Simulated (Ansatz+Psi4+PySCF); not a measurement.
The numbers below are computed, except where a source is named.
Input for PySCF 2.14.0:

```python
from pyscf import gto, scf, mp

mol = gto.M(atom="""
C 0.000000 0.000000 0.000000
O 0.000000 0.000000 1.210000
""", basis='cc-pvtz', charge=0, spin=2)
mf = scf.UHF(mol)
mf.kernel()
pt = mp.MP2(mf, frozen=2).run()
print(mf.e_tot, pt.e_corr, pt.e_tot)
```

The script is written out from the run's settings.

Results

```
Converged                       : yes
Reference energy                : -112.58889 hartree
Correlation energy              : -0.30631 hartree
Total energy                    : -112.89520 hartree
Spin squared of the determinant : 2.228
```

Messages of the program:
```
WARN: HOMO 0.0344991711795364 >= LUMO -0.35760601518073
WARN: HOMO 0.0344991711795364 >= LUMO -0.35760601518073
```

Caution: another spin multiplicity may lie lower; the unrestricted determinant is spin contaminated.
